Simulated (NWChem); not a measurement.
methane (CH₄); SMILES C

Computed with NWChem. Coordinates come from a PBE0/def2-SVP optimisation.

Diagonal of the polarisability tensor at PBE0/aug-cc-pVDZ, 1065 nm: 17.14, 17.14, 17.14 bohr³.

Task: Find the mean polarisability volume, the molar refraction, and the refractive index that an ideal gas of it would have at 273.15 K and 1 atm.

Result: 
1. Mean: one third of the trace = 17.14 bohr³ × 0.14818 Å³/bohr³ = 2.54 Å³.
2. Molar refraction (Lorentz-Lorenz): (4π/3) N_A α = 6.4 cm³/mol.
3. Number density p/kT = 2.687 × 10⁻⁵ Å⁻³; n − 1 = 2π N α = 4.29 × 10⁻⁴.
